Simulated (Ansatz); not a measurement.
## C axis length of Ge (I4₁/amd, No. 141; start mp-1061054; another form than the element's usual one) at several levels of theory

No measured value is used here.

```
level (code)            value (Å)
---------------------  ----------
LDA (Ansatz)                2.771
PBEsol (Ansatz)        (withheld)
r²SCAN-D4 (Ansatz)          2.804
r²SCAN+rVV10 (Ansatz)       2.806
```

Problem. Fill in the missing entries.

Solution. 
- PBEsol (Ansatz, a program for electronic structure), value (Å): 2.794

LDA, PBEsol, r²SCAN-D4, r²SCAN+rVV10: the relaxation could not lower the start's symmetry, so the cell can be a saddle point above a distorted one. Ansatz's density-functional and Hartree–Fock values are scalar-relativistic unless marked +SOC, with PAW data made under PBE.

A start named mp-… is a Materials Project structure, which can be a computed phase never made.
